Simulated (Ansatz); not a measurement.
Species: C₄H₅, net charge 0, doublet state. It need not be the lowest isomer of its formula. 
Coordinates optimised at B3LYP-D3(BJ)/def2-TZVP (Ansatz, a quantum-chemistry and plane-wave program):
```
C
C 1 1.3330
H 2 1.0816 1 121.49
H 2 1.0837 3 117.06 1 -180.00
H 1 1.0850 2 119.87 3 0.00
C 1 1.4630 5 116.51 2 -180.00
C 6 1.3126 1 124.98 5 0.00
H 7 1.0788 6 138.30 1 0.00
H 6 1.0899 7 119.18 8 -180.00
```
Charge 0, spin multiplicity 2.

Basis-set convergence of Hartree-Fock and MP2 correlation energies (hartree) with Ansatz. Cores are frozen in the correlated levels unless marked. Open shells are spin-unrestricted. Spin-orbit coupling is left out. Non-relativistic.

The UHF reference is spin-contaminated (<S^2> 0.50 over the pure value in the largest basis). The T1 diagnostic of CCSD in the largest basis is 0.049, which is high, so the coupled-cluster rows are less sure than usual.

```json
[
 {"basis": "cc-pVDZ", "functions": "81", "E(HF)": "-154.29637", "E(corr, MP2)": "-0.46929"},
 {"basis": "cc-pVTZ", "functions": "190", "E(HF)": "…", "E(corr, MP2)": "…"}
]
```

Problem. Fill in the missing entries.

Solution. 
- cc-pVTZ, E(HF): -154.33753
- cc-pVTZ, E(corr, MP2): -0.57947
